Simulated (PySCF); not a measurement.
C2H3O3S (charge -1).
Z-matrix (Å and degrees, PBE0-D3(BJ)/def2-SVP geometry), rows numbered from 1:
```
C 
C   1  1.3308
S   2  1.7940  1  123.08
O   3  1.4788  2  102.77  1   119.26
O   3  1.4787  2  103.32  1  -121.93
O   3  1.4783  2  105.21  1    -1.27
H   1  1.0948  2  118.57  3     0.47
H   1  1.0961  2  122.34  3  -179.34
H   2  1.0958  1  123.49  3   179.18
```

Method: PySCF 2.14.0, PBE0-D3(BJ)/def2-SVP geometry optimisation, gas phase.

Take the most abundant isotopes and a rigid rotor. The values belong to one conformer with, in the numbering `[CH2:1]=[CH:2][S:3](=[O:4])(=[O:5])[O-:6]`, C1–C2–S3–O4 119°.

Task: What are A, B and C (MHz)?

Result: Ia = 103.46, Ib = 190.01, Ic = 195.10 u·Å²; 505379 MHz·u·Å²/I gives A = 4885, B = 2660, C = 2590 MHz.

Task: Classify the top.

Result: A near-prolate asymmetric top; Ray's κ = -0.939.

Task: Is it planar, by Δ = Ic − Ia − Ib?

Result: Not planar: Δ = Ic − Ia − Ib = -98.37 u·Å². For a rigid frame Δ = −2 Σ m c², so Σ m c² = 49.18 u·Å² lies off the ab plane: 0.00 from hydrogen and 49.18 from heavier atoms. The atom farthest from that plane is 1.24 Å away.

Task: Give the coordinates in the principal-axis frame, origin at the centre of mass.

Result: The sense of each axis is arbitrary; atoms in the order of the calculation.
| atom | mass (u) | a (Å) | b (Å) | c (Å) |
| --- | --- | --- | --- | --- |
| C1 | 12.000 | -2.334 | -0.008 | 0.007 |
| C2 | 12.000 | -1.210 | 0.705 | 0.031 |
| S3 | 31.972 | 0.422 | -0.039 | -0.002 |
| O4 | 15.995 | 1.009 | 0.514 | -1.241 |
| O5 | 15.995 | 1.051 | 0.465 | 1.238 |
| O6 | 15.995 | 0.183 | -1.498 | -0.025 |
| H7 | 1.008 | -2.261 | -1.100 | -0.027 |
| H8 | 1.008 | -3.325 | 0.460 | 0.016 |
| H9 | 1.008 | -1.190 | 1.800 | 0.059 |

Task: Which lines would a microwave search look for?

Result: The dipole components (about the centre of mass, as the species is charged) are |μa| = 3.47 D, |μb| = 1.13 D, |μc| = 0.05 D. The squared components, which scale the intensities, stand as 1.00 : 0.11 : 0.00 (a : b : c). Some lines, for components of 0.1 D or more:

| type | branch | J(Ka,Kc) | MHz | lower level (cm⁻¹) |
| --- | --- | --- | --- | --- |
| b | Q | 1(1,0) ← 1(0,1) | 2295 | 0.175 |
| b | Q | 2(1,1) ← 2(0,2) | 2366 | 0.525 |
| a | R | 1(0,1) ← 0(0,0) | 5250 | 0.000 |
| b | Q | 2(2,0) ← 2(1,1) | 6677 | 0.604 |
| b | Q | 2(2,1) ← 2(1,2) | 6884 | 0.597 |
| b | R | 1(1,1) ← 0(0,0) | 7475 | 0.000 |
| b | R | 2(0,2) ← 1(1,1) | 8273 | 0.249 |
| a | R | 2(1,2) ← 1(1,1) | 10431 | 0.249 |
| a | R | 2(0,2) ← 1(0,1) | 10498 | 0.175 |
| a | R | 2(1,1) ← 1(1,0) | 10569 | 0.252 |
| b | R | 2(1,2) ← 1(0,1) | 12656 | 0.175 |
| b | R | 2(2,1) ← 1(1,0) | 17245 | 0.252 |
| b | R | 2(2,0) ← 1(1,1) | 17316 | 0.249 |

Task: Estimate the classical rotational partition function at 10 K, 25 K and 298.15 K.

Result: Point group Cs, symmetry number σ = 1; q = (√π/σ)·√((kT/h)³/(ABC)), k/h = 20836.6 MHz/K: 919 at 10 K, 3630 at 25 K, 150000 at 298.15 K.

No frequency check. The geometry's basis has no diffuse functions, a weakness for an anion. Constants of a rigid frame at the computed geometry: no zero-point averaging, no centrifugal distortion.
